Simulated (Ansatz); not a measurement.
# The cluster Ti₂H: structure and electronic state

What does the cluster Ti₂H look like as a doublet, and where do its frontier electrons sit?

Computed with Ansatz 0.2.0, Gaussian basis. Level: UHF/6-31G.

The runs, in order: relaxation at B3LYP-D4/def2-TZVP; a single point at HF/6-31G.

9 further runs of the same task are left out: 8 that didn't finish, 1 set aside as unsound or not needed. Runs told in other sessions of the task aren't counted.

## Step 1: Where the work starts

3 atoms, charge 0, spin multiplicity 2.

Atoms are counted from 1 here; the program's logs count them from 0.

Bond lengths: Ti1–Ti2 2.479 Å, Ti2–H3 1.575 Å. Angles: Ti1–Ti2–H3 180.0°.

No spin-orbit coupling is included.

The start is a GFN1-xTB geometry.

## Step 2: Optimising with B3LYP-D4/def2-TZVP

The input, in.yaml:

```yaml
crystal:
  periodic: [false, false, false]
  atoms:
    - {symbol: Ti, position_ang: [0.784830, 0.219380, -2.019150]}
    - {symbol: Ti, position_ang: [-0.108540, -0.030370, 0.279360]}
    - {symbol: H, position_ang: [-0.676290, -0.189010, 1.739790]}
basis:
  gaussian: {orbitals: def2-TZVP}
magnetization: {spin_polarized: true, initial_magnetization: 1}
hamiltonian: {xc: {name: B3LYP}, dispersion: d4}
scf: {omitted_lower_state_checks: [starts]}
output: {orbitals: {seedname: orbitals}}
relax: {f_tol: 0.02, max_steps: 100}
```

Run with:

```sh
$ ansatz run in.yaml --threads 4 --pin off --events-out ev --progress --plain --max-ram 3916MiB
```

The runs that follow: Single point, HF/6-31G.

Before running them: what should the planned runs give, taken together? Wanted: point group; Ti–Ti bond; HOMO, LUMO at HF/6-31G; ⟨S²⟩; dipole at B3LYP-D4/def2-TZVP.

As calculated:

```
                                quantity            value
                             point group              C∞v
                              Ti–Ti bond          2.674 Å
HOMO, LUMO at HF/6-31G (over both spins)  -5.12, -0.02 eV
                                    ⟨S²⟩            3.044
            dipole at B3LYP-D4/def2-TZVP           3.47 D
```

What this shows: The molecule keeps its bonding pattern by the stored test; the atoms moved 0.18 Å (rms). No usable vibrations, so a minimum isn't proven. Doubts on the single point: spin contamination. Whether this spin is the lowest isn't tested here.
